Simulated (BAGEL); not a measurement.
**UHF/6-31G(d) (density fitting with qzvpp-jkfit, spherical functions) run of SiNH4 (SMILES N[SiH2])**

What is the vertical electron affinity of SiNH4 at UHF/6-31G* (density fitting with qzvpp-jkfit, spherical functions)? 

Program for the calculation: BAGEL 1.2.2.

### 1 Starting point

SiNH4 has 6 atoms, charge 0, and is taken as a doublet. As SMILES, `N[SiH2]`. The shape is that of a PBE0-D4/def2-TZVP optimisation. This is one conformer, not always the lowest.

Bond lengths: N1–Si2 1.725 Å, N1–H3 1.008 Å, N1–H4 1.008 Å, Si2–H5 1.493 Å, Si2–H6 1.493 Å. Angles: N1–Si2–H5 107.3°, N1–Si2–H6 107.3°, Si2–N1–H3 119.9°, Si2–N1–H4 119.9°, H5–Si2–H6 110.5°, H3–N1–H4 110.9°.

### 2 The energy at UHF/6-31G(d) (density fitting with qzvpp-jkfit, spherical functions)

calc.json

```json
{ "bagel": [

{
  "title": "molecule",
  "basis": "6-31gs.json",
  "df_basis": "qzvpp-jkfit",
  "angstrom": true,
  "geometry": [
    { "atom": "N", "xyz": [      -0.062300,      -0.863500,       0.020900 ] },
    { "atom": "Si", "xyz": [       0.307400,       0.815300,       0.161600 ] },
    { "atom": "H", "xyz": [       0.565000,      -1.475900,      -0.476400 ] },
    { "atom": "H", "xyz": [      -0.503600,      -1.346500,       0.787600 ] },
    { "atom": "H", "xyz": [       0.657400,       1.307800,      -1.204100 ] },
    { "atom": "H", "xyz": [      -0.921600,       1.498900,       0.664300 ] }
  ]
},

{
  "title": "uhf",
  "nopen": 1
},

{
  "title": "print",
  "file": "orbitals.molden",
  "orbitals": true
}

]}
```

The basis set 6-31G* is read from a file made from the Basis Set Exchange's data (not shown).

Run with:

```
$ BAGEL_NUM_THREADS=1 BAGEL calc.json > calc.out
```

Standard output:

```text
* using 1 threads per process

  ===============================================================
  ===============================================================

  *** Geometry ***

  { "atom" : "N", "xyz" : [     -0.117730,     -1.631779,      0.039495 ] },
  { "atom" : "Si", "xyz" : [      0.580902,      1.540694,      0.305380 ] },
  { "atom" : "H", "xyz" : [      1.067695,     -2.789047,     -0.900266 ] },
  { "atom" : "H", "xyz" : [     -0.951666,     -2.544516,      1.488348 ] },
  { "atom" : "H", "xyz" : [      1.242306,      2.471384,     -2.275419 ] },
  { "atom" : "H", "xyz" : [     -1.741572,      2.832510,      1.255345 ] },

  Number of auxiliary basis functions:      277

  Since a DF basis is specified, we compute 2- and 3-index integrals:
    o Being stored without compression. Storage requirement is 0.004 GB

  Number of basis functions:       40
  Number of electrons      :       25

    * METHOD: MOLECULE                             0.09

  *** Open-shell HF ***

  === Nuclear Repulsion ===
    57.5910712154

      * DIIS with orbital gradients will be used.

  === UHF iteration (6-31gs.json) ===
      0       -345.51732403          0.06438017           0.02
      1       -345.61383900          0.03804453           0.02
      2       -345.64409846          0.02334685           0.02
      3       -345.66069503          0.00145643           0.01
      4       -345.66101896          0.00035400           0.01
      5       -345.66105416          0.00013048           0.02
      6       -345.66106068          0.00003308           0.02
      7       -345.66106150          0.00001261           0.02
      8       -345.66106171          0.00000381           0.01
      9       -345.66106173          0.00000198           0.01
     10       -345.66106174          0.00000107           0.02
     11       -345.66106174          0.00000049           0.02
     12       -345.66106174          0.00000019           0.02
     13       -345.66106174          0.00000007           0.02
     14       -345.66106174          0.00000003           0.01
     15       -345.66106174          0.00000001           0.02
     16       -345.66106174          0.00000001           0.02
    * SCF iteration converged.

    * S^2 (UHF) is 0.7547

    * Permanent dipole moment:
           (   -0.238985,     0.498843,    -0.253001) a.u.

    * METHOD: UHF                                  0.40

    * METHOD: PRINT                                0.01

  ===============================================================
```

Run time: 0.71 s. Hardware: 1 thread of Intel Xeon Platinum 8375C at 2.90GHz (Ice Lake), shared host; peak memory 0.079 GiB.

### 3 The singlet anion, same level

job.json

```json
{ "bagel": [

{
  "title": "molecule",
  "basis": "6-31gs.json",
  "df_basis": "qzvpp-jkfit",
  "angstrom": true,
  "geometry": [
    { "atom": "N", "xyz": [   -0.062300,   -0.863500,    0.020900 ] },
    { "atom": "Si", "xyz": [    0.307400,    0.815300,    0.161600 ] },
    { "atom": "H", "xyz": [    0.565000,   -1.475900,   -0.476400 ] },
    { "atom": "H", "xyz": [   -0.503600,   -1.346500,    0.787600 ] },
    { "atom": "H", "xyz": [    0.657400,    1.307800,   -1.204100 ] },
    { "atom": "H", "xyz": [   -0.921600,    1.498900,    0.664300 ] }
  ]
},
{ "title": "hf", "charge": -1 },
{ "title": "print", "file": "orbitals.molden", "orbitals": true }

]}
```

The basis set 6-31G* is read from a file made from the Basis Set Exchange's data (not shown).

Run with:

```
$ BAGEL_NUM_THREADS=1 BAGEL job.json > job.out
```

Standard output:

```text
* using 1 threads per process

  ===============================================================
  ===============================================================

  *** Geometry ***

  { "atom" : "N", "xyz" : [     -0.117730,     -1.631779,      0.039495 ] },
  { "atom" : "Si", "xyz" : [      0.580902,      1.540694,      0.305380 ] },
  { "atom" : "H", "xyz" : [      1.067695,     -2.789047,     -0.900266 ] },
  { "atom" : "H", "xyz" : [     -0.951666,     -2.544516,      1.488348 ] },
  { "atom" : "H", "xyz" : [      1.242306,      2.471384,     -2.275419 ] },
  { "atom" : "H", "xyz" : [     -1.741572,      2.832510,      1.255345 ] },

  Number of auxiliary basis functions:      277

  Since a DF basis is specified, we compute 2- and 3-index integrals:
    o Being stored without compression. Storage requirement is 0.004 GB

  Number of basis functions:       40
  Number of electrons      :       25

    * METHOD: MOLECULE                             0.08

  *** RHF ***

  === Nuclear Repulsion ===
    57.5910712154

      * DIIS with orbital gradients will be used.

  === RHF iteration (6-31gs.json) ===
      0       -345.44416831          0.03514303           0.01
      1       -345.56002092          0.01982258           0.01
      2       -345.60997516          0.00211422           0.01
      3       -345.61115415          0.00033757           0.01
      4       -345.61121717          0.00012528           0.01
      5       -345.61123140          0.00004417           0.01
      6       -345.61123355          0.00001501           0.01
      7       -345.61123380          0.00000388           0.03
      8       -345.61123382          0.00000127           0.01
      9       -345.61123382          0.00000049           0.01
     10       -345.61123382          0.00000012           0.01
     11       -345.61123382          0.00000004           0.01
     12       -345.61123382          0.00000001           0.01
     13       -345.61123382          0.00000000           0.01
    * SCF iteration converged.

    * Permanent dipole moment:
           (    0.652684,     1.582766,     0.389647) a.u.

    * METHOD: HF                                   0.22

    * METHOD: PRINT                                0.01

  ===============================================================
```

Run time: 0.5 s. Hardware: 1 thread of Intel Xeon Platinum 8375C at 2.90GHz (Ice Lake), shared host; peak memory 0.079 GiB.

### 4 Summary of results

At UHF/6-31G* (density fitting with qzvpp-jkfit, spherical functions):

```
                                                            quantity          value
                                         doublet SiNH4: total energy  -345.66106 Eh
                                        doublet SiNH4: dipole moment         1.55 D
                                                 doublet SiNH4: ⟨S²⟩          0.755
                                         singlet anion: total energy  -345.61123 Eh
                                          singlet anion: HOMO energy        0.56 eV
                                          singlet anion: LUMO energy        9.75 eV
singlet anion: HOMO–LUMO gap (to an unbound level, set by the basis)        9.19 eV
                   vertical electron affinity (to the singlet anion)      -1.356 eV
```

What this shows: The anion lies 1.36 eV (31 kcal/mol) above the neutral: the electron isn't bound at this level, and such a value depends on the basis. Without diffuse functions anions come out too high. Hartree–Fock misses the correlation that binds many anions. The HOMO (singlet anion) lies at positive energy, 0.56 eV: the electron is unbound at this level or held by a compact basis; values depend on the basis.
